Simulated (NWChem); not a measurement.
# C4H8O (2-butanone): levels of theory compared

Wanted: a comparison of 4 runs (PBE0/6-31G*, r2SCAN/6-31G*, B3LYP/6-31G*, M06-L/6-31G*) of C4H8O (2-butanone). 

The results are computed with NWChem 7.3.0.

## (1) The structure to begin with

The species is C4H8O (13 atoms), meant as a singlet with charge 0. As SMILES, `CCC(C)=O`. The shape is that of a PBE0-D4/def2-TZVP optimisation. This is one conformer, not always the lowest.

Bond lengths: C1–C2 1.527 Å, C2–C3 1.512 Å, C3–C4 1.505 Å, C3–O5 1.206 Å, C1–H6 1.091 Å, C1–H7 1.092 Å, C1–H8 1.093 Å, C2–H9 1.094 Å, C2–H10 1.092 Å, C4–H11 1.093 Å, C4–H12 1.095 Å, C4–H13 1.088 Å. Some angles: C1–C2–C3 110.3°, C2–C3–C4 116.7°, C2–C3–O5 121.3°, C4–C3–O5 121.9°, C1–C2–H9 109.9°, C1–C2–H10 110.0°, C3–C2–H9 110.1°, C3–C2–H10 107.8°, C2–C1–H6 110.6°, C2–C1–H7 110.5°.

## (2) Energy and gradient at PBE0/6-31G(d) (spherical functions) (run 1)

Input file c4h8o.nw:

```
start c4h8o
memory stack 880 mb heap 220 mb global 1100 mb
geometry units angstroms noautosym nocenter noautoz
 C    -1.145600    1.128600   -0.438000
 C     0.104000    0.866600    0.400200
 C     0.917600   -0.253800   -0.206600
 C     0.580900   -1.652300    0.236700
 O     1.778900   -0.032900   -1.021800
 H    -1.729800    1.946300   -0.012200
 H    -0.871200    1.401500   -1.458700
 H    -1.791800    0.248500   -0.484700
 H    -0.181700    0.612400    1.425300
 H     0.731300    1.759600    0.423400
 H    -0.499800   -1.816400    0.230900
 H     0.914800   -1.787200    1.270500
 H     1.077500   -2.382200   -0.399800
end
basis "ao basis" spherical bse
 C library 6-31G*
 O library 6-31G*
 H library 6-31G*
end
dft
 xc pbe0
 mult 1
 grid xfine
 convergence energy 1e-08
 maxiter 100
 mulliken
 print low
end
task dft gradient
```

Started as:

```
$ nwchem c4h8o.nw > c4h8o.out
```

The log of the run:

```text
[...]
 d= 0,ls=0.0,diis     1   -232.0703304710 -4.09D+02  2.16D-02  9.62D-01     3.3
[...]
 d= 0,ls=0.0,diis    10   -232.1864886543 -7.23D-09  2.78D-07  4.10D-10    27.2
         Total DFT energy =     -232.186488654345
      One electron energy =     -664.359929820925
           Coulomb energy =      288.214809509723
    Exchange-Corr. energy =      -33.039425873532
 Nuclear repulsion energy =      176.998057530390
[...]
      Total Density - Mulliken Population Analysis
     ---------------------------------------------
    Atom       Charge   Shell Charges
 -----------   ------   -------------------------------------------------------
    1 C    6     6.54   2.00  0.66  2.11  0.68  1.06  0.03
    2 C    6     6.41   2.00  0.66  2.11  0.64  0.96  0.04
    3 C    6     5.56   2.00  0.70  1.93  0.38  0.45  0.09
    4 C    6     6.63   2.00  0.66  2.14  0.69  1.11  0.03
    5 O    8     8.41   2.00  0.92  2.85  0.96  1.66  0.03
    6 H    1     0.81   0.52  0.29
    7 H    1     0.80   0.52  0.28
    8 H    1     0.82   0.52  0.30
    9 H    1     0.83   0.52  0.30
   10 H    1     0.80   0.52  0.28
[...]
                         DFT ENERGY GRADIENTS
    atom               coordinates                        gradient
                 x          y          z           x          y          z
   1 C      -2.164870   2.132745  -0.827700    0.000306  -0.000474  -0.000122
   2 C       0.196532   1.637637   0.756268    0.000521  -0.000088  -0.000903
   3 C       1.734013  -0.479612  -0.390417    0.004480   0.001399  -0.004500
   4 C       1.097742  -3.122394   0.447298    0.000920   0.000441  -0.001235
   5 O       3.361634  -0.062172  -1.930922   -0.008673  -0.002410   0.008347
   6 H      -3.268848   3.677974  -0.023055    0.001257  -0.001644  -0.000700
   7 H      -1.646329   2.648451  -2.756543   -0.000510  -0.000490   0.001921
   8 H      -3.386011   0.469597  -0.915950    0.001339   0.001674   0.000166
   9 H      -0.343363   1.157268   2.693426    0.000760  -0.000119  -0.002128
  10 H       1.381957   3.325162   0.800110   -0.000966  -0.001754  -0.000136
  11 H      -0.944485  -3.432498   0.436338    0.002083   0.001031   0.000002
[...]
```

Wall time 33 s (1 thread of AMD EPYC 9R45 (Zen 5), shared host); peak memory 0.16 GiB.

## (3) Energy and gradient at r2SCAN/6-31G(d) (spherical functions) (run 2)

Input file run.py:

```python
from ase import Atoms
from ase.calculators.nwchem import NWChem

atoms = Atoms(['C', 'C', 'C', 'C', 'O', 'H', 'H', 'H', 'H', 'H', 'H', 'H', 'H'], positions=[
    [-1.145600, 1.128600, -0.438000],
    [0.104000, 0.866600, 0.400200],
    [0.917600, -0.253800, -0.206600],
    [0.580900, -1.652300, 0.236700],
    [1.778900, -0.032900, -1.021800],
    [-1.729800, 1.946300, -0.012200],
    [-0.871200, 1.401500, -1.458700],
    [-1.791800, 0.248500, -0.484700],
    [-0.181700, 0.612400, 1.425300],
    [0.731300, 1.759600, 0.423400],
    [-0.499800, -1.816400, 0.230900],
    [0.914800, -1.787200, 1.270500],
    [1.077500, -2.382200, -0.399800],
])

calc = NWChem(
    label='nw',
    theory='dft',
    memory='2200 mb',
    basis='6-31G*',
    basispar='spherical bse',
    dft={'xc': 'r2scan', 'mult': '1', 'grid': 'xfine', 'convergence': 'energy 1e-08', 'iterations': '100', 'mulliken': None, 'print': 'low'},
)
atoms.calc = calc

forces = atoms.get_forces()
print("Total energy (eV):", round(atoms.get_potential_energy(), 6))
print("forces (eV/A):")
for s, f in zip(atoms.symbols, forces):
    print(f"{s:2s} {f[0]:10.5f} {f[1]:10.5f} {f[2]:10.5f}")
```

Started as:

```
$ export ASE_NWCHEM_COMMAND="nwchem PREFIX.nwi > PREFIX.nwo"
$ python run.py
```

The log of the run:

```text
Total energy (eV): -6321.668825
forces (eV/A):
C    -0.09359    0.02967   -0.05050
C     0.01111    0.03687    0.16147
C    -0.46460   -0.13251    0.45293
C    -0.08012   -0.09559    0.06464
O     0.80496    0.22687   -0.78681
H    -0.08485    0.12043    0.05759
H     0.05111    0.03312   -0.14516
H    -0.08906   -0.12845   -0.00802
H    -0.07698   -0.01244    0.17262
H     0.07806    0.14398   -0.00468
H    -0.16332   -0.06145    0.02134
H     0.03378   -0.05440    0.15288
H     0.07348   -0.10603   -0.08829
```

The calculator wrote nw.nwi:

```
title "nw"

permanent_dir nw

scratch_dir nw

start nw

geometry units angstrom nocenter noautosym noautoz
  C  -1.1456000000000000e+00 1.1286000000000000e+00 -4.3800000000000000e-01
  C  1.0400000000000000e-01 8.6660000000000004e-01 4.0020000000000000e-01
  C  9.1759999999999997e-01 -2.5380000000000003e-01 -2.0660000000000001e-01
  C  5.8089999999999997e-01 -1.6523000000000001e+00 2.3669999999999999e-01
  O  1.7788999999999999e+00 -3.2899999999999999e-02 -1.0218000000000000e+00
  H  -1.7298000000000000e+00 1.9462999999999999e+00 -1.2200000000000001e-02
  H  -8.7119999999999997e-01 1.4015000000000000e+00 -1.4587000000000001e+00
  H  -1.7918000000000001e+00 2.4850000000000000e-01 -4.8470000000000002e-01
  H  -1.8170000000000000e-01 6.1240000000000006e-01 1.4253000000000000e+00
  H  7.3129999999999995e-01 1.7596000000000001e+00 4.2340000000000000e-01
  H  -4.9980000000000002e-01 -1.8164000000000000e+00 2.3089999999999999e-01
  H  9.1479999999999995e-01 -1.7871999999999999e+00 1.2705000000000000e+00
  H  1.0774999999999999e+00 -2.3822000000000001e+00 -3.9979999999999999e-01
end

memory 2200 mb

basis spherical bse noprint
   * library 6-31G*
end

dft
  xc r2scan
  mult 1
  grid xfine
  convergence energy 1e-08
  iterations 100
  mulliken
  print low
end

task dft gradient
```

nw.nwo:

```text
Northwest Computational Chemistry Package (NWChem) 7.3.0
             --------------------------------------------------------

           Job information
           ---------------

    nwchem branch   = 7.3.0
    use scalapack   = T
    input           = nw.nwi
    prefix          = nw.
    data base       = nw/nw.db
    status          = startup
    nproc           =        1

           Memory information
           ------------------

    heap     =     72089598 doubles =      550.0 Mbytes
    stack    =     72089595 doubles =      550.0 Mbytes
    global   =    144179200 doubles =     1100.0 Mbytes (distinct from heap & stack)
    total    =    288358393 doubles =     2200.0 Mbytes
    verify   = yes
    hardfail = no

           Directory information
           ---------------------

  0 permanent = nw
  0 scratch   = nw

                                NWChem Input Module
                                -------------------

                                        nw
                                        --

[... 25 lines left out ...]
            Nuclear Dipole moment (a.u.)
[... 84 lines left out ...]
   convergence    iter        energy       DeltaE   RMS-Dens  Diis-err    time
[... 14 lines left out ...]
         Total DFT energy =     -232.317046227970
      One electron energy =     -664.346660508306
           Coulomb energy =      288.201310867245
    Exchange-Corr. energy =      -33.169754117298
 Nuclear repulsion energy =      176.998057530389
[... 17 lines left out ...]
     -------------------------------------------
      Total Density - Lowdin Population Analysis
     -------------------------------------------

    Atom       Charge   Shell Charges
 -----------   ------   -------------------------------------------------------
    1 C    6     6.38   1.99  0.56  1.91  0.44  1.43  0.07
    2 C    6     6.28   1.99  0.55  1.92  0.42  1.33  0.08
    3 C    6     5.88   1.98  0.53  1.73  0.38  1.04  0.22
[... 9 lines of this table left out ...]
   13 H    1     0.84   0.49  0.35

                         DFT ENERGY GRADIENTS

    atom               coordinates                        gradient
                 x          y          z           x          y          z
   1 C      -2.164870   2.132745  -0.827700    0.001820  -0.000577   0.000982
   2 C       0.196532   1.637637   0.756268   -0.000216  -0.000717  -0.003140
   3 C       1.734013  -0.479612  -0.390417    0.009035   0.002577  -0.008808
[... 9 lines of this table left out ...]
  13 H       2.036180  -4.501705  -0.755512   -0.001429   0.002062   0.001717

 Task  times  cpu:       46.7s     wall:       46.7s
 Total times  cpu:       46.7s     wall:       46.7s
```

Wall time 48 s (1 thread of AMD EPYC 9R45 (Zen 5), shared host); peak memory 0.16 GiB.

Run 3 isn't shown in full; the table further down has it.

## (4) Energy and gradient at M06-L/6-31G(d) (spherical functions) (run 4)

Input file c4h8o.xyz:

```xyz
13

C     -1.145600     1.128600    -0.438000
C      0.104000     0.866600     0.400200
C      0.917600    -0.253800    -0.206600
C      0.580900    -1.652300     0.236700
O      1.778900    -0.032900    -1.021800
H     -1.729800     1.946300    -0.012200
H     -0.871200     1.401500    -1.458700
H     -1.791800     0.248500    -0.484700
H     -0.181700     0.612400     1.425300
H      0.731300     1.759600     0.423400
H     -0.499800    -1.816400     0.230900
H      0.914800    -1.787200     1.270500
H      1.077500    -2.382200    -0.399800
```

Input file c4h8o.nw:

```
start c4h8o
memory total 2200 mb

geometry units angstrom noautosym nocenter noautoz
load c4h8o.xyz
end

basis spherical bse
* library 6-31G*
end

dft
xc m06-l
grid xfine
convergence energy 1e-08
iterations 100
mulliken
end

task dft gradient
```

Started as:

```
$ nwchem c4h8o.nw > c4h8o.out
```

The log of the run:

```text
[...]
          Wavefunction type:  closed shell.
          No. of atoms     :    13
          No. of electrons :    40
[...]
          Charge           :     0
          Spin multiplicity:     1
[...]
          AO basis - number of functions:    86
[...]
              XC Information
              --------------
                        M06-L Method XC Functional
                         M06-L Exchange Functional  1.000
                       M06-L Correlation Potential  1.000
[...]
 d= 0,ls=0.0,diis     1   -232.3124502522 -4.09D+02  2.58D-02  9.37D-01     4.0
[...]
 d= 0,ls=0.0,diis    12   -232.4276538779 -1.24D-09  1.86D-07  1.38D-10    43.7
         Total DFT energy =     -232.427653877873
      One electron energy =     -664.325461976247
           Coulomb energy =      288.207435269752
    Exchange-Corr. energy =      -33.307684701767
 Nuclear repulsion energy =      176.998057530390
[...]
      Total Density - Mulliken Population Analysis
     ---------------------------------------------
    Atom       Charge   Shell Charges
 -----------   ------   -------------------------------------------------------
    1 C    6     6.54   2.00  0.67  2.09  0.68  1.07  0.03
    2 C    6     6.41   2.00  0.68  2.10  0.64  0.96  0.04
    3 C    6     5.47   2.00  0.71  1.93  0.37  0.36  0.10
    4 C    6     6.65   2.00  0.68  2.12  0.70  1.13  0.03
    5 O    8     8.46   2.00  0.94  2.84  0.96  1.69  0.03
    6 H    1     0.81   0.53  0.28
    7 H    1     0.80   0.53  0.27
    8 H    1     0.83   0.53  0.29
    9 H    1     0.84   0.54  0.30
   10 H    1     0.80   0.54  0.27
[...]
  wavefunction    = closed shell
                         DFT ENERGY GRADIENTS
    atom               coordinates                        gradient
                 x          y          z           x          y          z
   1 C      -2.164870   2.132745  -0.827700   -0.002631  -0.000314  -0.002710
   2 C       0.196532   1.637637   0.756268    0.001768   0.001499   0.001696
   3 C       1.734013  -0.479612  -0.390417    0.007908   0.002673  -0.008066
   4 C       1.097742  -3.122394   0.447298    0.000415  -0.002594  -0.000333
   5 O       3.361634  -0.062172  -1.930922   -0.012531  -0.003631   0.012399
   6 H      -3.268848   3.677974  -0.023055    0.001650  -0.001679  -0.000365
   7 H      -1.646329   2.648451  -2.756543   -0.000371  -0.000532   0.002472
   8 H      -3.386011   0.469597  -0.915950    0.001703   0.002046   0.000380
   9 H      -0.343363   1.157268   2.693426    0.001306  -0.000244  -0.003193
  10 H       1.381957   3.325162   0.800110   -0.000927  -0.002520  -0.000534
  11 H      -0.944485  -3.432498   0.436338    0.002664   0.001534  -0.000592
[...]
```

It took 53 s on 1 thread of AMD EPYC 9R45 (Zen 5), shared host; peak memory 0.16 GiB.

## (5) The series

| run | level | energy (Eh) | largest force (eV/Å) | wall time |
| --- | --- | --- | --- | --- |
| 1 | PBE0/6-31G* (spherical functions) | -232.186489 | 0.631 | 33 s |
| 2 | r2SCAN/6-31G* (spherical functions) | -232.317046 | 1.148 | 48 s |
| 3 | B3LYP/6-31G* (spherical functions) | -232.463194 | 1.014 | 35 s |
| 4 | M06-L/6-31G* (spherical functions) | -232.427654 | 0.926 | 53 s |

## (6) Outcome

| quantity | value |
| --- | --- |
| run 4: total energy | -232.42765 Eh |
| run 4: dipole moment | 2.70 D |
| run 4: HOMO energy | -5.55 eV |
| run 4: LUMO energy | -0.91 eV |
| run 4: HOMO–LUMO gap | 4.64 eV |
| run 4: largest force on an atom | 0.926 eV/Å |

What this shows: Totals of different functionals can't be ranked against each other. All runs together took 2.8 min, the longest 53 s.
